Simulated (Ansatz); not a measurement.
Multireference treatment of C2H5N, singlet

Computed with Ansatz's Gaussian-basis code (development build). Basis cc-pVDZ, nonrelativistic, no frozen core. State-specific CASSCF; RHF is the lowest restricted (open-shell) Hartree–Fock solution met. Solutions may break the symmetry of the shape. The lowest solution met needn't be the lowest there is, nor hold the orbitals that a chemist would pick.

Geometry:

```xyz
8

C     0.0184    0.1993   -1.2482
C    -0.0004   -0.4365   -0.0689
N    -0.0972    0.1678    1.1902
H     0.0289    1.2828   -1.3161
H    -0.0010   -0.3598   -2.1741
H    -0.0203   -1.5233   -0.0303
H     0.1342    1.1563    1.1780
H     0.4311   -0.3075    1.9131
```

(1) What do CASSCF and its corrections give against RHF in CAS(4,3), and what are the occupations?

Results:

(1) CASSCF -0.716 eV, SC-NEVPT2 -12.296 eV; occupations 2.00, 1.92, 0.08.
